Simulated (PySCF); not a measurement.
An unknown is described by computed data only.

Formula: C4H8OS.

| Quantity | Value |
| --- | --- |
| 13C NMR | chemical shifts (computed TMS as zero) by class: 62.6 (2 C), 28.6 (2 C) ppm [GIAO CAM-B3LYP/pcSseg-2] |
| Polarisability | 71.0 au [B3LYP/def2-SVPD] |
| Valence photoelectron | vertical ionisation energy: 8.72 eV [ΔSCF B3LYP/def2-SVPD] |
| Triplet | lowest triplet excitation (Tamm–Dancoff): 4.87 eV [TDA B3LYP/def2-SVPD] |
| UV, strongest line | among the 10 lowest singlet transitions: S10 at 7.13 eV (174 nm, f = 0.036) [TDDFT B3LYP/def2-SVPD] |
| Dipole | 4.31 D [B3LYP/def2-SVPD] |
| NMR, other nuclei | isotropic shieldings of nuclei other than C and H, by class: 256 (1 O), 95 (1 S) ppm [GIAO CAM-B3LYP/pcSseg-2] |
| Rotational structure | rotational constants A, B, C: 4.725, 2.804, 2.324 GHz [PBE0-D3(BJ)/def2-SVP] |

The electronic properties come from PySCF, for the isolated species, density fitting. Levels stand in brackets. The structure is a single PBE0-D3(BJ)/def2-SVP conformer in the gas phase; no vibrational or solvent corrections. NMR classes are plain means over equivalent atoms (diastereotopic ones count apart unless rotation or inversion swaps them), as if these changed places fast.

Question: Give a SMILES that accounts for the data.

Answer: Numbering: `[O:1]=[S:2]1[CH2:3][CH2:4][CH2:5][CH2:6]1`. 4 carbons fall into 2 classes; from least to most shielded: ring sp3 carbon bound to sulfur [C3/C6] (62.6 ppm, 2 C, up to 2.5 ppm apart in this geometry), ring CH2 carbon [C4/C5] (28.6 ppm, 2 C). The other shieldings belong to: 256 ppm, sulfinyl oxygen [O1]; 95 ppm, sulfinyl sulfur [S2]. The first electron is taken from the HOMO, whose largest Löwdin shares are 0.55 on the sulfinyl oxygen, 0.28 on the sulfinyl sulfur, 0.06 on an sp3 carbon bound to sulfur and 0.05 on an sp3 carbon bound to sulfur. The optimised geometry has point group C1 and is an asymmetric top. Structure: tetramethylene sulfoxide, `O=S1CCCC1`. The assignments are read from this structure; whether some other isomer fits the data as well wasn't checked.
